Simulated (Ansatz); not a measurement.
**Co3W: computed properties**

Method: DFT r2SCAN, scalar-relativistic, plane waves, PAW (Ansatz).

Plane waves to 500 eV, a k mesh through Γ of 12×12×10 on the computed 8-atom cell and Gaussian smearing (0.10 eV); collinear spin from starting moments 0.84 0.84 0.84 0.84 0.84 0.84 -0.26 -0.26 μB.

The structure is relaxed at this level of theory with its symmetry kept. Whether it is the stable form of this composition wasn't checked.

It takes space group P6_3/mmc (No. 194, hexagonal). The conventional cell has a = 5.052 Å, b = 5.052 Å, c = 4.110 Å, α = 90.00°, β = 90.00°, γ = 120.00°. Co (site symmetry mm2) has 8 Co at 2.47 to 2.58 Å and 4 W at 2.53 to 2.54 Å as nearest neighbours. Around W (site symmetry -6m2) lie 12 Co at 2.53 to 2.54 Å.

| Item | Value |
| --- | --- |
| Volume per atom | 11.36 Å³ |
| Formation energy from the elements' standard states (uncorrected) | +0.084 eV/atom |
| Generalised Kohn–Sham band gap | none (metal) |
| Density of states at the Fermi level | 4.95 states/eV per cell |
| Löwdin character within 0.5 eV of the Fermi level | Co 3d 70 %, W 5d 19 %, unprojected 5 % |
| Bader charges (e) | Co (6 in the cell) -0.26, W (2 in the cell) 0.78 |
| Total moment | 3.47 μB per cell |
| Site moments (μB; atoms counted from 1 over the whole cell) | Co (atom 1) 0.76, Co (atom 2) 0.76, Co (atom 3) 0.76, Co (atom 4) 0.76, Co (atom 5) 0.76, Co (atom 6) 0.76, W (atom 7) -0.24, W (atom 8) -0.24 |

The state reached may not be the lowest one. Spin-orbit coupling is left out, which matters for the bands of heavy elements.

Only this magnetic start was tried.

Cost: 1 run of about 9.4 core-minutes, on Intel Xeon Platinum 8488C (Sapphire Rapids) (shared hosts).